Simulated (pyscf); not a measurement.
This saddle point was located with ωB97X-D3(BJ)/def2-SVP in PySCF.

```xyz
19

N      1.0548    -0.2608     1.0493
Si    -0.2796    -1.2435     0.4038
N     -1.4814    -0.0943    -0.0961
Si    -1.2452     1.6012    -0.4385
N     -0.3695     2.3387     0.8837
H      2.1225    -0.4912     1.7161
H      0.6772     0.6472     1.3802
H     -0.8315    -2.1378     1.4580
H      0.2949    -2.0761    -0.6866
H     -2.4185    -0.4503    -0.2665
H     -0.4070     1.8595    -1.6389
H     -2.6166     2.1547    -0.6378
H     -0.8690     2.6481     1.7128
H      0.3784     2.9891     0.6530
Cl     3.3308     2.0372     0.4209
Si     2.5425     0.1400     0.0320
Cl     3.6233    -1.4965    -0.6591
H      3.1779    -0.3102     1.6289
H      1.8884     0.4817    -1.2658
```
Charge 0, spin multiplicity 1.

Surface: singlet, charge 0. Lowest wavenumbers (cm⁻¹): 1583i, 29, 42, 54, 81.

Task: Which two sides does it connect, and which bonds change?

Result: H₂N–SiH₂–NH–SiH₂–NH₂ (SMILES N[SiH2]N[SiH2]N) + Cl–SiH₂–Cl (SMILES Cl[SiH2]Cl) <-> H₂N–SiH₂–NH–SiH₂–NH–SiH(Cl)–Cl (SMILES N[SiH2]N[SiH2]N[SiH](Cl)Cl) + H₂ (SMILES [H][H]), a four-centre exchange read from left to right: H–N, H–Si broken and N–Si, H–H formed. At ωB97M-D3(BJ)/def2-TZVP it lies +37.6 kcal/mol from the left side and +53.1 kcal/mol from the right (each side as separated species at their lowest minima found). On the reactant side the descent ends in an adduct with a N–Si contact (not fully relaxed), 5.5 kcal/mol under the separated species and 41.4 kcal/mol under the saddle at ωB97X-D3(BJ)/def2-TZVP. What is counted as formed (N–Si) is already present as a longer contact in the reactant adduct; forming that adduct is a step of its own. At the saddle there is also a short H–Si contact that neither side keeps. One saddle was located; it need not be the lowest between these sides.
